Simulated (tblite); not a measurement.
# C3H6N2O: the cost of one run

Computed with tblite 0.8.0 and PySCF 2.14.0; each step states its level. No surroundings beyond the atoms listed, unless a continuum is named. Atoms count from 0, parts from 1.

### Step 1. Starting point

12 atoms, charge 0, multiplicity 1; geometry: rigid parts in contact. Parts: 1 = atoms 0–5, `CC#N`, charge 0; 2 = atoms 6–11, `NC=O`, charge 0.

### Step 2. Bringing the parts together with GFN2-xTB

Job settings and geometry (Å):

```
{"job": {"kind": "dock", "xc": "GFN2-xTB", "basis": "xTB"}, "charge": 0, "multiplicity": 1, "parts": [{"atoms": "0-5", "charge": 0, "multiplicity": 1}, {"atoms": "6-11", "charge": 0, "multiplicity": 1}]}
C     -0.487185    -0.011420    -0.000305
C      0.949066     0.022244     0.000670
N      2.091331     0.048969     0.001249
H     -0.835439    -0.667814    -0.796852
H     -0.843142    -0.385422     0.958900
H     -0.874632     0.993445    -0.163661
N      1.461926     0.625518    -3.002123
C      0.194061     0.856446    -3.392934
O     -0.775903     0.708091    -2.699713
H      1.628487     0.302897    -2.062144
H      2.247268     0.763552    -3.611545
H      0.139708     1.204088    -4.441618
```

With the program's defaults for keys left out, this is: GFN2-xTB search for minima from random contacts, gas phase.

On the command line:

```sh
> OMP_NUM_THREADS=1 python cluster_run.py task.json out
```

This one command runs all jobs of the session in turn.

**Question.** How long does this first job take on 1 thread of Intel Xeon at 2.50GHz, shared host?

About 24 s.
